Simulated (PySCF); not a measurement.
## NMR problem set

How the numbers were obtained: σ from GIAO-PBE0/pcSseg-1, GFN2-xTB structure, in PySCF (one computed conformer, relativity neglected, averaged over atoms made equivalent by symmetry, fast rotation or ring inversion, no solvent).

Scale: ¹H (σref 31.72), ¹³C (σref 186.93) against TMS (reference shieldings calculated alike). Where no couplings were computed, multiplicities follow the n + 1 count of equivalent neighbours, and m marks all less simple cases (inequivalent or close neighbours, rings, F or P nearby). Acid and N–H amide carbonyl carbons lie up to 10 ppm further downfield in solution (hydrogen bonding). Shifts are as computed. Against solution values, carbons near 30 ppm lie about +3 ppm off and those near 130 ppm about +5 ppm; carbons on Cl a further +6 ppm (rms about the fit 2.1 ppm; single classes can miss by 10 ppm). Of 1328 compounds with measured shifts, 309 miss one by over three times the rms of a fit or turn the order of signals round; such compounds aren't used in these exercises. Signals without a measured value on file couldn't be tested in this way; 1H shifts scatter by 0.2 ppm about their fit, and single ones miss by 0.5 ppm. Groups on amide-type nitrogens are kept apart (slow C–N rotation). Carbons bonded to Cl come out too deshielded. OH and NH positions are gas-phase values without hydrogen bonding to other molecules.

Problem. C3H4ClNO. ¹H NMR (300 MHz, computed): δ 7.55 (d, 1H), 5.89 (d, 1H), 4.73 (br, 1H), 4.56 (br, 1H). ¹³C{¹H} NMR (computed): δ 163.8, 152.3, 130.7. Give a structure.

Solution. `O=C(N)/C=C/Cl`. Rings plus π bonds: 2 (no ring in the answer). 3 carbon signals for 3 carbons: no two carbons are equivalent. Carbon types of the structure: 1 × C, 2 × CH, leaving 2 H on heteroatoms. δC 163.8: amide carbonyl carbon; it is a carbonyl in resonance with an O or N lone pair, the region of acids, esters and amides. δC 152.3: β carbon of a C=C–C=O unit; conjugation with the carbonyl draws π density from the β position. δC 130.7: α carbon of a C=C–C=O unit; the olefinic region. δH 5.89: hydrogen on an α carbon of a C=C–C=O unit; olefinic region.

The shifts were computed for this structure.

Problem. C3H4ClNO. ¹H NMR (400 MHz, computed): δ 7.02 (br s, 1H), 6.46 (br, 1H), 6.12 (br s, 1H), 4.70 (br, 1H). ¹³C{¹H} NMR (computed): δ 161.8, 142.2, 132.3. What is it?

Solution. SMILES O=C(C(=C)Cl)N. Rings plus π bonds: 2 (no ring in the answer). 3 carbon signals for 3 carbons: no two carbons are equivalent. Carbon types of the structure: 2 × C, 1 × CH2, leaving 2 H on heteroatoms. δC 161.8: amide carbonyl carbon; lone-pair donation from the attached heteroatom keeps it upfield of a ketone carbonyl. δC 142.2: α carbon of a C=C–C=O unit; as expected for a trigonal carbon in a double bond. δC 132.3: β carbon of a C=C–C=O unit; conjugation with the carbonyl draws π density from the β position. δH 6.46, 4.70: hydrogen on an amide-type nitrogen; labile proton, position sensitive to the medium.

The data come from this structure; uniqueness wasn't tested.
